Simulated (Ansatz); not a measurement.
One change: `COC1OC1=O` becomes `O=C1CO1`.

Ansatz, PBE0-D4/def2-TZVP geometries, multiplicity 1. Each molecule was computed in one conformer, which needn't be the lowest.

```tsv
property	`COC1OC1=O`
HOMO–LUMO gap (PBE0/def2-TZVPP) / eV	7.90
size of the dipole moment (PBE/def2-TZVPP) / D	4.54
LUMO energy (PBE0/def2-TZVPP) / eV	-0.16
zero-point energy (PBE0-D4/def2-TZVP) / kJ/mol	188.7
size of the dipole moment (ωB97M-V/def2-TZVPP) / D	4.78
LUMO energy (PBE/def2-TZVPP) / eV	-1.28
```

Q: Give the same properties after the change, and the shifts. (Estimate.)

A: The calculation gave: 
```json
{"property": "HOMO–LUMO gap (PBE0/def2-TZVPP) / eV", "`O=C1CO1`": "8.23", "shift": "0.33"}
{"property": "size of the dipole moment (PBE/def2-TZVPP) / D", "`O=C1CO1`": "3.06", "shift": "-1.48"}
{"property": "LUMO energy (PBE0/def2-TZVPP) / eV", "`O=C1CO1`": "-0.09", "shift": "0.07"}
{"property": "zero-point energy (PBE0-D4/def2-TZVP) / kJ/mol", "`O=C1CO1`": "102.4", "shift": "-86.3"}
{"property": "size of the dipole moment (ωB97M-V/def2-TZVPP) / D", "`O=C1CO1`": "3.29", "shift": "-1.49"}
{"property": "LUMO energy (PBE/def2-TZVPP) / eV", "`O=C1CO1`": "-1.24", "shift": "0.04"}
```

With PBE0 the HOMO falls by 0.26 eV and the LUMO rises by 0.07 eV, so the gap widens by about 0.33 eV. PBE moves the HOMO by -0.25 eV and ωB97M-V by -0.27 eV. The zero-point energy changes by -86.3 kJ/mol with -12 modes. Dipoles are sizes alone; their direction can turn.

Positive LUMOs are unbound, so they and the gaps depend on the basis.
